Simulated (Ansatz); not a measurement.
Input for Ansatz (development build ahead of 0.2.0):

```yaml
crystal:
  periodic: [false, false, false]
  atoms:
    - { symbol: "N", position_ang: [0.0, 0.0, 0.0] }
    - { symbol: O, position_ang: [0.0, 0.0, 1.696] }
basis:
  gaussian: { orbitals: "6-31G" }
total_charge: 1
magnetization:
  spin_polarized: true
hamiltonian:
  xc: pbe0
scf:
  omitted_lower_state_checks: [stability, starts, atomic_configurations, cluster_reference, orbital_swaps, given_window_search, neighbouring_geometries, increment]
output:
  forces: true
```

The input is written out in the form of the current development build from the run's settings.

Output:

| Quantity | Value |
| --- | --- |
| Converged | yes |
| Total energy | -129.11624 hartree |
| Spin squared of the determinant | 1.746 |

Forces (eV/Å):
| atom | Fx | Fy | Fz |
| --- | --- | --- | --- |
| N1 | 0.000 | 0.000 | 3.525 |
| O2 | 0.000 | 0.000 | -3.525 |

Caution: the unrestricted determinant is a mixture of spin states.
